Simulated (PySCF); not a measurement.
Molecule: `CCC[C@H]1C=N1`, C₅H₉N.

Cartesian coordinates in Å; atom numbers follow the order of the lines, from 1:
```xyz
15

C    -2.162    0.441    0.258
C    -0.738    0.475   -0.281
C     0.132   -0.604    0.366
C     1.535   -0.598   -0.194
C     2.615    0.121    0.456
N     2.665   -1.116    0.649
H    -2.621   -0.525    0.061
H    -2.770    1.211   -0.212
H    -2.167    0.608    1.333
H    -0.754    0.323   -1.362
H    -0.299    1.458   -0.092
H     0.174   -0.446    1.446
H    -0.318   -1.584    0.189
H     1.608   -0.800   -1.259
H     3.095    1.044    0.677
```

Frames of a GFN2-xTB Langevin trajectory at 400 K; GIAO PBE0/pcSseg-1 shieldings in PySCF 2.14, gas phase, non-relativistic; equivalent atoms averaged within each frame.

Scale: ¹³C (186.93 ppm) and ¹H (31.72 ppm) against TMS; NH3 for ¹⁵N (267.73 ppm) (reference shieldings calculated alike). The references are static minima.

Task: How do the shifts (ppm) fluctuate along the trajectory?

Result: 
| time (fs) | C5 | C3 | C4 | C2 | C1 | N6 | H15 | H13 | H7/H8/H9 | H12 |
| --- | --- | --- | --- | --- | --- | --- | --- | --- | --- | --- |
| 250 | 190.7 | 43.4 | 33.4 | 25.4 | 24.8 | 387.4 | 11.40 | 2.66 | 2.28 | 1.76 |
| 425 | 186.4 | 45.7 | 35.5 | 19.9 | 19.0 | 370.2 | 10.65 | 2.06 | 1.66 | -0.25 |
| 625 | 196.6 | 53.3 | 37.1 | 30.2 | 26.7 | 387.9 | 11.53 | 2.25 | 2.64 | -1.26 |
| 800 | 177.7 | 42.1 | 29.0 | 23.4 | 9.4 | 372.8 | 10.27 | 2.55 | 0.59 | 1.21 |
| 1000 | 192.5 | 44.4 | 27.3 | 33.1 | 20.7 | 398.6 | 11.12 | 2.58 | 2.06 | 0.95 |
| mean of frames | 188.7 | 45.8 | 32.5 | 26.4 | 20.1 | 383.4 | 11.00 | 2.42 | 1.85 | 0.48 |
| standard deviation | 7.2 | 4.4 | 4.2 | 5.3 | 6.7 | 11.8 | 0.53 | 0.26 | 0.79 | 1.22 |

5 frames give an uncertainty of the mean of about the standard deviation over 2.2 at best, since frames this close in time may not be independent; classical motion lacks zero-point vibration, and the reference would need the same averaging.
